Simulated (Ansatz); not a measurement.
Saddle point of CH8NSi, doublet (CH₅N ([CH3][NH2]) + SiH₃ → CH₄N ([CH2][NH2]) + SiH₄; bonds formed: H1–Si4; bonds broken: H1–C2), PBE0-D4/def2-TZVP structure:

H1  (-0.084, -0.432, -0.127)
C2  (0.602, 0.457, -1.140)
N3  (0.808, 1.739, -0.627)
Si4  (-0.852, -1.318, 1.076)
H5  (-0.108, 0.416, -1.963)
H6  (1.516, -0.104, -1.318)
H7  (-0.038, 2.251, -0.425)
H8  (1.441, 1.780, 0.158)
H9  (-1.913, -2.187, 0.492)
H10  (0.120, -2.189, 1.799)
H11  (-1.492, -0.413, 2.075)
(Å)

Energies are electronic, without zero-point energy. Barriers and step energies count from the start structure reached by relaxing down the imaginary mode; all methods use the PBE0-D4 structures, on which another method's saddle can fall below an end. Computed with Ansatz 0.2.0 (basis: def2-TZVPP, with def2-QZVPP for the basis limit); correlated methods freeze the cores; orbitals are unrestricted. B3LYP uses VWN-RPA correlation. Extrapolation: Hartree–Fock as exp(−7.88 √X), correlation as X^−2.97.

```tsv
method	barrier (kcal/mol)	step energy (kcal/mol)
SPW92	?	2.30
PBE-D4	9.24	2.74
BLYP-D4	9.82	0.99
r2SCAN-D4	?	1.40
B97M-V	?	2.20
PBE0-D4	12.48	2.71
B3LYP-D4	12.26	1.02
r2SCAN0-D4	13.56	1.53
BHLYP-D4	15.72	0.57
CAM-B3LYP-D4	14.05	0.81
wB97X-V	14.41	0.56
wB97M-V	14.98	0.41
B2PLYP	14.78	1.96
PBE-QIDH	16.23	3.22
RPA on PBE	17.48	2.81
HF	23.89	1.15
MP2	20.11	4.99
CCSD	18.72	3.10
CCSD(T)	17.53	3.22
```

Task: Fill in the withheld barriers. (An estimate is asked for; the value comes from the calculation.)

Result: The calculation gives: r2SCAN-D4 11.20; SPW92 5.19; B97M-V 11.75 kcal/mol. Each is the energy of the saddle less that of the start structure, by the same method.

For comparison, the barrier by CCSD(T) at an estimated basis limit (MP2 extrapolated from triple and quadruple zeta, plus CCSD(T) − MP2 in triple zeta) is 16.71 kcal/mol.

T1 diagnostic: at most 0.017. ⟨S²⟩ of the unrestricted Hartree–Fock references: 0.75 to 0.78 (a pure state has 0.75).

Radical steps of this kind take place in plasma deposition and etching.

Labels in which every atom is bracketed show which atoms are joined, not bond orders.

For scale, one of the runs: CCSD(T)/def2-TZVPP, 216 basis functions, launched by `ansatz run in.yaml --threads 4 --pin off --events-out ev --progress --plain --max-ram 9574MiB`. Time: 2.8 min of wall clock on 4 CPU threads of an Arm Neoverse V1; the host was shared. Peak host memory: 8.2 GiB.
